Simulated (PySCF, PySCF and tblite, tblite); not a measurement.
# C3H5NO: a path driven as rotation about a bond, and NMR exchange

An exercise on one series of results from a longer session: the logs are not shown, and one member is left open.

Computed with tblite 0.8.0 (tight binding) and PySCF 2.14.0 (DFT, with response routines of our own); each step states its level. Atoms count from 0 throughout.

### The molecule as given

10 atoms, charge 0, multiplicity 1; geometry from: force field or distance geometry start.

Bonds of the start (Å): C1–C2 1.35, C1–H7 1.09, C2–C3 1.48, C2–H8 1.08, C3–H9 1.11, C3–O4 1.21, N0–C1 1.36, N0–H5 1.02, N0–H6 1.03.

The first run:

What the job is given:

```
{"job": {"xc": "GFN2-xTB", "basis": "xTB", "kind": "relax"}, "charge": 0, "multiplicity": 1}
N     -1.816600     0.255800     0.270300
C     -0.492000     0.421600     0.003100
C      0.412000    -0.556200    -0.215900
C      1.821600    -0.215900    -0.486300
O      2.252000     0.916400    -0.567400
H     -2.220500    -0.633100    -0.027200
H     -2.393600     1.054800    -0.024500
H     -0.170500     1.468000     0.026300
H      0.140700    -1.603600    -0.214500
H      2.475800    -1.103300    -0.579000
```

Started as:

```
$ OMP_NUM_THREADS=1 python ens_run.py task.json out
```

One launch serves the whole session.

Among the steps run: GFN2-xTB relaxation, start minimum; Relaxed scan, rotation; Nudged elastic band, leg 1; Saddle search, leg 1; Saddle search, other pyramid; DFT refinement, start: PBE0-D3(BJ)/def2-SVP; Shieldings, start: PBE0/pcSseg-1; Shieldings: PBE0/pcSseg-1; Single-point energy, saddle of leg 1: PBE0/pcSseg-1; Barriers, rates and exchange; Shieldings, start: revPBE/pcSseg-1; Single-point energy: revPBE/pcSseg-1; Second level: revPBE/pcSseg-1 + D3(BJ).

One table of the session follows, with a row left open; its other results are not shown here.

It belongs to the step «Second level: revPBE/pcSseg-1 + D3(BJ)». Barriers by level (kcal/mol; entropies in cal/(mol K)). Zero-point and thermal terms come from xTB in every row. ΔG‡ leaves symmetry out; the rate counts equivalent paths (a factor of 2) and all 2 saddles; effective ΔG‡, where given, is the barrier that would give that rate by Eyring's equation alone:

```
                   level    ΔE‡  with zero-point    ΔH‡  ΔG‡ (298 K)  k at 298 K (1/s)
                GFN2-xTB  14.66            14.29  13.79        14.67             3e+02
    PBE0-D3(BJ)/def2-SVP      ?                ?      ?            ?                 ?
  PBE0/pcSseg-1 + D3(BJ)  14.58            14.20  13.71        14.59           2.6e+02
revPBE/pcSseg-1 + D3(BJ)  15.16            14.79  14.29        15.18                97
```

**Question.** Estimate the row for PBE0-D3(BJ)/def2-SVP.

The run gave: ΔE‡: 15.67; with zero-point: 15.30; ΔH‡: 14.80; ΔG‡ (298 K): 15.68; k at 298 K (1/s): 41. In the column «ΔE‡» it is the highest.
